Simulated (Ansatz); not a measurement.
Input for Ansatz (development build ahead of 0.2.0):

```yaml
crystal:
  periodic: [false, false, false]
  atoms:
    - { symbol: H, position_ang: [-1.03678, -1.70884, 1.13319] }
    - { symbol: "N", position_ang: [-0.40234, -0.92069, 0.97161] }
    - { symbol: S, position_ang: [3.63247, -1.79943, 3.06898] }
basis:
  gaussian: { orbitals: cc-pVDZ }
magnetization:
  spin_polarized: true
hamiltonian:
  xc: hf
correlation:
  method: ccsd_t
  frozen_orbitals: { H: 0, "N": 1, S: 5 }
```

The input is written out in the form of the current development build from the run's settings.

Output:

```
Converged                 : yes
Reference energy          : -452.46366 hartree
CCSD correlation energy   : -0.22555 hartree
Triples correction        : -0.00263 hartree
Total energy              : -452.69184 hartree
T1 diagnostic             : 0.007
Largest doubles amplitude : 0.05
```
